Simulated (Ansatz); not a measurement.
Worked example: ideal-gas entropy of N2 (nitrogen)

A linear singlet with charge 0, relaxed at PBE0/aug-cc-pVTZ (Ansatz 0.2.0):

```xyz
2

N     0.4656   -0.1503    0.2399
N    -0.4656    0.1503   -0.2399
```

Harmonic wavenumbers in cm⁻¹: 2479.

Masses in u: N 14.007. Take T = 298.15 K, p = 1 bar, R = 8.3145 J/(mol K), kT/hc = 207.22 cm⁻¹, rigid rotor and harmonic oscillator.

Q: Work out S° at 298 K.

A: 
1. Translation (Sackur–Tetrode): S = R[3/2 ln M + 5/2 ln T − 1.1517] with M = 28.014 gives 150.4 J/(mol K).
2. Rotation: the moment of inertia is 8.318 u Å², so B = 16.8576/I = 2.0266 cm⁻¹; σ = 2; q = kT/(σhcB) = 51.1; S = R(ln q + 1) = 41.0.
3. Vibration: with u = ν̃/207.22, each mode gives R[u/(eᵘ − 1) − ln(1 − e⁻ᵘ)]; the sum is 0.0.
4. Electronic: R ln 1 = 0.0, from the spin multiplicity alone.
5. Sum: 150.4 + 41.0 + 0.0 + 0.0 = 191.4 J/(mol K).

The tabulated value is 191.6 J/(mol K) (CRC Handbook of Chemistry and Physics): the model is off by -0.2.
